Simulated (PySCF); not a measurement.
Isomers of C2H6O3S, one conformer each; single-point electronic energies without zero-point terms and without any empirical dispersion term.

Computed with PySCF at wB97X-D/pcSseg-2, non-relativistic, each on one gas-phase PBE0-D3(BJ)/def2-TZVP geometry that isn't relaxed in the solvent. The solvent is an IEF-PCM continuum (cavity from Bondi-type radii × 1.2). Only the electrostatic response of the medium enters.

```tsv
isomer	relative energy, gas (kcal/mol)	dipole (D)
`CCS(=O)(=O)O`	0.0	4.15
`COS(C)(=O)=O`	10.5	3.20
```

**Question.** How do the relative energies look in chloroform (ε = 4.711)?

**Answer.** 
| isomer | relative energy, solvent (kcal/mol) | E(solvent) − E(gas) (kcal/mol) | dipole in solvent (D) |
| --- | --- | --- | --- |
| `CCS(=O)(=O)O` | 0.0 | -7.9 | 4.94 |
| `COS(C)(=O)=O` | 11.6 | -6.7 | 3.79 |

The order is unchanged. Conformers: `[CH3:1][CH2:2][S:3](=[O:4])(=[O:5])[OH:6]` with C1–C2–S3–O4 -50°, C2–S3–O6–H 105°; `[CH3:1][O:2][S:3]([CH3:4])(=[O:5])=[O:6]` with C1–O2–S3–C4 180°. `CCS(=O)(=O)O` gains most from the continuum, and it has the largest gas-phase dipole. The gains span 1.2 kcal/mol, the gas-phase energies 10.5 kcal/mol.
